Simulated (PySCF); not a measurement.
Orbital picture of SF

PBE0 at R = 1.628 Å; S aug-cc-pV(D+d)Z, F aug-cc-pVDZ; no relativity (PySCF 2.14). State: ²Π (doublet), unpaired electrons π ↑. Only the outer orbitals are listed, counted within each symmetry.

```json
{"spin": "α", "orbital": "5σ", "occ.": "1", "ε (eV)": "-34.85", "on S (%)": "3", "main shells (%)": "95 F s"}
{"spin": "α", "orbital": "6σ", "occ.": "1", "ε (eV)": "-20.67", "on S (%)": "76", "main shells (%)": "75 S s, 18 F p"}
{"spin": "α", "orbital": "7σ", "occ.": "1", "ε (eV)": "-14.29", "on S (%)": "44", "main shells (%)": "55 F p, 23 S p, 20 S s"}
{"spin": "α", "orbital": "2π", "occ.": "1", "ε (eV)": "-14.12", "on S (%)": "16", "main shells (%)": "84 F p, 15 S p"}
{"spin": "α", "orbital": "2π", "occ.": "1", "ε (eV)": "-13.65", "on S (%)": "12", "main shells (%)": "88 F p, 10 S p"}
{"spin": "α", "orbital": "3π", "occ.": "1", "ε (eV)": "-8.99", "on S (%)": "87", "main shells (%)": "86 S p, 14 F p"}
{"spin": "α", "orbital": "3π", "occ.": "1", "ε (eV)": "-7.74", "on S (%)": "91", "main shells (%)": "90 S p, 9 F p"}
{"spin": "α", "orbital": "8σ", "occ.": "0", "ε (eV)": "-2.04", "on S (%)": "97", "main shells (%)": "84 S p, 14 F p, 9 S d"}
{"spin": "β", "orbital": "5σ", "occ.": "1", "ε (eV)": "-34.60", "on S (%)": "2", "main shells (%)": "95 F s"}
{"spin": "β", "orbital": "6σ", "occ.": "1", "ε (eV)": "-19.64", "on S (%)": "69", "main shells (%)": "68 S s, 25 F p"}
{"spin": "β", "orbital": "7σ", "occ.": "1", "ε (eV)": "-13.81", "on S (%)": "51", "main shells (%)": "49 F p, 28 S s, 22 S p"}
{"spin": "β", "orbital": "2π", "occ.": "1", "ε (eV)": "-13.54", "on S (%)": "11", "main shells (%)": "89 F p, 10 S p"}
{"spin": "β", "orbital": "2π", "occ.": "1", "ε (eV)": "-13.23", "on S (%)": "9", "main shells (%)": "90 F p"}
{"spin": "β", "orbital": "3π", "occ.": "1", "ε (eV)": "-7.38", "on S (%)": "91", "main shells (%)": "91 S p, 8 F p"}
{"spin": "β", "orbital": "3π", "occ.": "0", "ε (eV)": "-4.58", "on S (%)": "93", "main shells (%)": "93 S p"}
{"spin": "β", "orbital": "8σ", "occ.": "0", "ε (eV)": "-1.65", "on S (%)": "99", "main shells (%)": "84 S p, 13 F p, 9 S d"}
```

Q: Which are the highest filled and the lowest empty level, where do they sit, and how wide is the gap?

A: Highest filled β 3π at -7.38 eV (in %: 91 S p, 8 F p); lowest empty β 3π at -4.58 eV (in %: 93 S p); the gap at PBE0 is 2.80 eV. Both belong to one degenerate shell, split only by its one-sided filling, so this is no excitation gap.

```
bond order (Mayer)                             : 0.72
⟨S²⟩                                           : 0.754
charge on S (Mulliken, basis-dependent)        : 0.40
charge on S (Löwdin, basis-dependent)          : 0.45
dipole moment (positive dipole means S(−)F(+)) : -0.87 D
polarisability along the bond                  : 24.2 bohr³
polarisability across the bond                 : 19.2 bohr³
```

The state is the lowest determinant that a PBE0 search found; another state may lie lower at other levels.
